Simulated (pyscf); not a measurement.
A first-order saddle from PySCF, ωB97X-D3(BJ)/def2-SVP:

```xyz
5

F     -0.8355     0.9878    -0.2323
Si     1.0330     0.8246    -0.8217
F      1.5678     0.4328     0.6710
H     -0.5954    -0.0341    -0.6026
H      0.1928    -0.6419    -1.0623
```

Surface: singlet, charge 0. Lowest wavenumbers (cm⁻¹): 1059i, 240, 592, 625, 882.

Q: What reaction is this the transition state of?

A: F–Si:–F [singlet] + H₂ ⇌ HF + F–SiH: [singlet], a four-centre exchange read from left to right: F–Si, H–H broken and F–H, H–Si formed. At ωB97M-D3(BJ)/def2-TZVP it lies +47.0 kcal/mol from the left side and -0.9 kcal/mol from the right (each side as separated species at their lowest minima found). On the product side the descent ends in a complex, 6.6 kcal/mol under the separated species and 6.1 kcal/mol under the saddle at ωB97X-D3(BJ)/def2-TZVP. At ωB97M-D3(BJ) the saddle lies under the separated products, which points to a path from their complex (located at ωB97X-D3(BJ) alone), and parting the products costs more than the saddle. One saddle was located; it need not be the lowest between these sides.
